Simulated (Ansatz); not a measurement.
Born–Oppenheimer molecular dynamics of C2H6NO (10 atoms, charge 1, multiplicity 1). It starts at the highest image of a converged band. Of that band: Neighbouring images differ by up to 1.8 eV, so the band resolves the path poorly. A vibrational analysis at the climbing image gives one clearly imaginary mode, 1871i cm⁻¹: a first-order saddle point.

Computed with RKS PBE0/cc-pVDZ in Ansatz 0.2.0.

| Item | Value |
| --- | --- |
| ensemble | NVE (velocity Verlet) |
| time step | 0.5 fs |
| steps asked | 200 |
| starting velocities drawn for | 100 K |
| seed | 8116 |

First frame:

```xyz
10
Properties=species:S:1:pos:R:3
C -0.953 1.574 -0.692
N -0.596 0.595 0.150
C 0.620 -0.126 0.071
O 0.331 -1.596 0.411
H -0.267 1.749 -1.558
H -1.166 1.496 0.654
H 1.366 0.145 0.829
H 1.045 -0.174 -0.945
H -0.305 -1.991 -0.222
H -0.074 -1.673 1.302
```

**Question.** How far do the bonds stretch over the last three quarters of this one trajectory? (Pairs bonded in most of those frames.)

**Answer.** 
```json
{"bond": "C1–N2", "mean (Å)": "1.353", "spread (Å)": "0.066", "shortest": "1.26", "longest": "1.49"}
{"bond": "C1–H5", "mean (Å)": "1.135", "spread (Å)": "0.033", "shortest": "1.05", "longest": "1.19"}
{"bond": "N2–C3", "mean (Å)": "1.408", "spread (Å)": "0.041", "shortest": "1.33", "longest": "1.47"}
{"bond": "N2–H6", "mean (Å)": "1.055", "spread (Å)": "0.068", "shortest": "0.93", "longest": "1.18"}
{"bond": "C3–O4", "mean (Å)": "1.630", "spread (Å)": "0.058", "shortest": "1.54", "longest": "1.70"}
{"bond": "C3–H7", "mean (Å)": "1.099", "spread (Å)": "0.017", "shortest": "1.07", "longest": "1.13"}
{"bond": "C3–H8", "mean (Å)": "1.100", "spread (Å)": "0.027", "shortest": "1.06", "longest": "1.14"}
{"bond": "O4–H9", "mean (Å)": "0.979", "spread (Å)": "0.010", "shortest": "0.96", "longest": "1.00"}
{"bond": "O4–H10", "mean (Å)": "0.977", "spread (Å)": "0.009", "shortest": "0.96", "longest": "0.99"}
```

Mean temperature of the second half: 844 K. The conserved energy stayed within 0.75 meV per atom of its start (net change 0.038 meV per atom), so the integration is sound. The kinetic energy rose, since the run started high on the potential surface and went downhill. A run of 0.1 ps of so small a system gives no equilibrium averages. The orbitals stay closed-shell, which can raise the energy where a bond breaks towards radicals; this wasn't checked here.

Run time: 6 min on 2 threads of Intel(R) Xeon(R) Platinum 8259CL CPU @ 2.50GHz (Skylake/Cascade Lake) (shared host), peak memory 0.17 GiB.
